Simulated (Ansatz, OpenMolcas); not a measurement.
**Heat of formation of C2H2S (ethenethione) from total energies**

The species is C2H2S (5 atoms), meant as a singlet with charge 0. As SMILES, `C=C=S`. The coordinates come from a PBE0-D4/def2-TZVP relaxation.

Total energies at revPBE/def2-TZVP (OpenMolcas 26.06); the atoms run unrestricted:

```tsv
species	state	energy (Eh)
C2H2S	singlet	-475.510137
C	triplet	-37.845596
S	triplet	-398.041559
H	doublet	-0.504123
```

Harmonic wavenumbers at PBE0-D4/def2-TZVP, in cm⁻¹: 366, 433, 716, 878, 923, 1367, 1849, 3167, 3252.

Measured heats of formation of the gaseous atoms at 298.15 K, in kJ/mol: C 716.9, S 277.0, H 218.0. Spin-orbit lowering of the atoms at 298 K (mean of the ground term's levels less their thermal mean, from spectra), in kJ/mol: C 0.02, S 1.88. Take 1 Eh = 2625.50 kJ/mol, 1 cm⁻¹ = 0.0119627 kJ/mol, RT = 2.479 kJ/mol.

Task: Work out the heat of formation of the gas at 298 K.

Result: 
1. Electronic atomisation energy: 2 × (-37.845596) + (-398.041559) + 2 × (-0.504123) − (-475.510137) = 0.769140 Eh = 2019.4 kJ/mol.
2. Zero-point energy: half the sum of the wavenumbers, 6475.5 cm⁻¹ = 77.5 kJ/mol.
3. Thermal vibrational enthalpy, Σ hcν̃/(exp(hcν̃/kT) − 1): 2.2 kJ/mol. Translation, rotation and pV of a non-linear molecule: 4 RT = 9.9 kJ/mol.
4. The 5 free atoms carry 5/2 RT each: 31.0 kJ/mol.
5. Spin-orbit coupling lowers the free atoms by 2 × 0.02 + 1.88 = 1.9 kJ/mol.
6. Atomisation enthalpy at 298 K: 2019.4 − 1.9 − 77.5 − 2.2 − 9.9 + 31.0 = 1958.9 kJ/mol.
7. Sum of the atoms' heats of formation: 2146.8 kJ/mol. Heat of formation: 2146.8 − 1958.9 = +187.9 kJ/mol.

No measured value is set beside it here. Anharmonicity and any spin-orbit splitting of the molecule are left out.
